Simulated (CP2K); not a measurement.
# Two attempts at C2HF2 (SMILES [CH]=C(F)F)

Aim: energy and gradient of C2HF2 at AM1.

Program for the calculation: CP2K 2026.2.

## Step 1: The structure to begin with

C2HF2: 5 atoms, total charge 0, spin state doublet. SMILES: `[CH]=C(F)F`. The shape is that of a PBE0-D4/def2-TZVP optimisation.

Bond lengths: C1–C2 1.301 Å, C2–F3 1.313 Å, C2–F4 1.320 Å, C1–H5 1.072 Å. Angles: C1–C2–F3 125.0°, C1–C2–F4 125.4°, F3–C2–F4 109.6°, C2–C1–H5 140.6°.

## Step 2: The input as first written

calc.inp reads:

```
&GLOBAL
    PROJECT_NAME calc
    RUN_TYPE ENERGY_FORCE
    PRINT_LEVEL MEDIUM
&END GLOBAL

&FORCE_EVAL
    METHOD QUICKSTEP
    &DFT
        MULTIPLICITY 2
        UKS T
        &QS
            METHOD AM1
            EPS_DEFAULT 1.0E-10
            &SE
                &COULOMB
                    CUTOFF [angstrom] 50
                    RC_RANGE [angstrom] 0
                &END COULOMB
                &EXCHANGE
                    CUTOFF [angstrom] 50
                    RC_RANGE [angstrom] 0
                &END EXCHANGE
            &END SE
        &END QS
        &POISSON
            PERIODIC NONE
            POISSON_SOLVER ANALYTIC
        &END POISSON
        ! SCF settings
        &SCF
            SCF_GUESS ATOMIC
            EPS_SCF 1.0E-07
            MAX_SCF 4
            IGNORE_CONVERGENCE_FAILURE T
            &DIAGONALIZATION
                ALGORITHM STANDARD
            &END DIAGONALIZATION
            &MIXING
                METHOD DIRECT_P_MIXING
                ALPHA 0.4
            &END MIXING
        &END SCF
        ! extra output
        &PRINT
            &MOMENTS
                PERIODIC F
                REFERENCE COM
                MAX_MOMENT 1
            &END MOMENTS
            &MO ON
                ENERGIES T
                OCCUPATION_NUMBERS T
                NDIGITS 6
                &EACH
                    QS_SCF 0
                &END EACH
                ADD_LAST NUMERIC
            &END MO
            &HIRSHFELD OFF
            &END HIRSHFELD
        &END PRINT
    &END DFT
    &SUBSYS
        &CELL
            ABC 17.7 18.9 17.5
            PERIODIC NONE
        &END CELL
        &COORD
            SCALED T
            C    0.48690395   0.54058466   0.48860286
            C    0.49774011   0.47292328   0.49657429
            F    0.54746893   0.44405556   0.54274000
            F    0.46066667   0.42281217   0.45972286
            H    0.45253107   0.57718783   0.45726000
        &END COORD
    &END SUBSYS
    ! extra output
    &PRINT
        &FORCES ON
        &END FORCES
    &END PRINT
&END FORCE_EVAL
```

The run is started by

```
$ OMP_NUM_THREADS=1 cp2k.psmp -i calc.inp > calc.out 2>&1
```

The log of the run:

```text
CP2K| version string:                                       CP2K version 2026.2
 CP2K| Input file name                                                  calc.inp

 GLOBAL| Basis set file name                                           BASIS_SET
 GLOBAL| Potential file name                                           POTENTIAL
 GLOBAL| Coordinate file name                                      __STD_INPUT__
 GLOBAL| Method name                                                        CP2K
 GLOBAL| Project name                                                       calc
 GLOBAL| Run type                                                   ENERGY_FORCE
 GLOBAL| FFT library                                                       FFTW3
 GLOBAL| Diagonalization library                                       ScaLAPACK
 GLOBAL| Global print level                                               MEDIUM
 GLOBAL| Total number of message passing processes                             1
 GLOBAL| Number of threads for this process                                    1
 GLOBAL| CPU model name                                                  UNKNOWN

[... 145 lines left out ...]
  Step     Update method      Time    Convergence         Total energy    Change
[... 13 lines left out ...]
  Total energy [eV]:                                        -1204.47142965107605
[... 2 lines left out ...]
  Heat of formation [kcal/mol]:                               734.62576738922348
[... 1 line left out ...]
 *** WARNING in qs_scf.F:700 :: SCF run NOT converged ***
[... 33 lines left out ...]
 SE_DIPOLE| Dipole type                                             non-periodic
 SE_DIPOLE| Moment [a.u.]           0.33264868      -0.49920466       0.29610934
 SE_DIPOLE| Moment [Debye]          0.84550852      -1.26885157       0.75263479
 SE_DIPOLE| Derivative [a.u.]       0.00000000       0.00000000       0.00000000
[... 44 lines left out ...]
 -------------------------------------------------------------------------------
```

Wall time 0.38 s (1 thread of Arm Neoverse N1, shared host); peak memory 0.14 GiB.

## Step 3: Diagnosis

The run stopped without converging.

Cause: few scf steps. The sound run differs in this: SCF iteration cap 150 in place of 4.

## Step 4: Second attempt

run.inp reads:

```
&GLOBAL
 PROJECT_NAME run
 RUN_TYPE ENERGY_FORCE
 PRINT_LEVEL MEDIUM
&END
&FORCE_EVAL
 METHOD Quickstep
 &DFT
  MULTIPLICITY 2
  UKS T
  # Quickstep
  &QS
   METHOD AM1
   EPS_DEFAULT 1.0E-10
   &SE
    &COULOMB
     CUTOFF [angstrom] 50
     RC_RANGE [angstrom] 0
    &END
    &EXCHANGE
     CUTOFF [angstrom] 50
     RC_RANGE [angstrom] 0
    &END
   &END
  &END
  &POISSON
   PERIODIC NONE
   POISSON_SOLVER ANALYTIC
  &END
  &SCF
   SCF_GUESS ATOMIC
   EPS_SCF 1.0E-07
   MAX_SCF 150
   &DIAGONALIZATION
    ALGORITHM STANDARD
   &END
   &MIXING
    METHOD DIRECT_P_MIXING
    ALPHA 0.4
   &END
  &END
  # extra output
  &PRINT
   &MOMENTS
    PERIODIC F
    REFERENCE COM
    MAX_MOMENT 1
   &END
   &MO ON
    ENERGIES T
    OCCUPATION_NUMBERS T
    NDIGITS 6
    &EACH
     QS_SCF 0
    &END
    ADD_LAST NUMERIC
   &END
   &HIRSHFELD OFF
   &END
  &END
 &END
 &SUBSYS
  &CELL
   ABC 17.7 18.9 17.5
   PERIODIC NONE
  &END
  &COORD
   SCALED T
   C    0.48690395   0.54058466   0.48860286
   C    0.49774011   0.47292328   0.49657429
   F    0.54746893   0.44405556   0.54274000
   F    0.46066667   0.42281217   0.45972286
   H    0.45253107   0.57718783   0.45726000
  &END
 &END
 # extra output
 &PRINT
  &FORCES ON
  &END
 &END
&END
```

The run is started by

```
$ OMP_NUM_THREADS=1 cp2k.psmp run.inp > run.out
```

The log of the run:

```text
CP2K| version string:                                       CP2K version 2026.2
 CP2K| Input file name                                                   run.inp

 GLOBAL| Basis set file name                                           BASIS_SET
 GLOBAL| Potential file name                                           POTENTIAL
 GLOBAL| Coordinate file name                                      __STD_INPUT__
 GLOBAL| Method name                                                        CP2K
 GLOBAL| Project name                                                        run
 GLOBAL| Run type                                                   ENERGY_FORCE
 GLOBAL| FFT library                                                       FFTW3
 GLOBAL| Diagonalization library                                       ScaLAPACK
 GLOBAL| Global print level                                               MEDIUM
 GLOBAL| Total number of message passing processes                             1
 GLOBAL| Number of threads for this process                                    1
 GLOBAL| CPU model name                                                  UNKNOWN

[... 145 lines left out ...]
  Step     Update method      Time    Convergence         Total energy    Change
[... 26 lines left out ...]
  *** SCF run converged in    24 steps ***
[... 6 lines left out ...]
  Total energy [eV]:                                        -1237.51951868329616
[... 2 lines left out ...]
  Heat of formation [kcal/mol]:                               -27.48133087274508
[... 33 lines left out ...]
 SE_DIPOLE| Dipole type                                             non-periodic
 SE_DIPOLE| Moment [a.u.]           0.28301937      -0.39791178       0.25276638
 SE_DIPOLE| Moment [Debye]          0.71936342      -1.01139076       0.64246799
 SE_DIPOLE| Derivative [a.u.]       0.00000000       0.00000000       0.00000000
[... 44 lines left out ...]
 -------------------------------------------------------------------------------
```

Run time: 0.44 s. Hardware: 1 thread of Arm Neoverse N1, shared host; peak memory 0.14 GiB.

## Step 5: What came out

Level: AM1.

| quantity | value |
| --- | --- |
| total energy | -45.47801 Eh |
| dipole moment | 1.40 D |
| HOMO energy (highest over α and β) | -10.40 eV |
| heat of formation | -27.5 kcal/mol |
| largest force on an atom | 3.721 eV/Å |

In words: The largest force is 3.72 eV/Å: the shape isn't a stationary point for this species at this level.
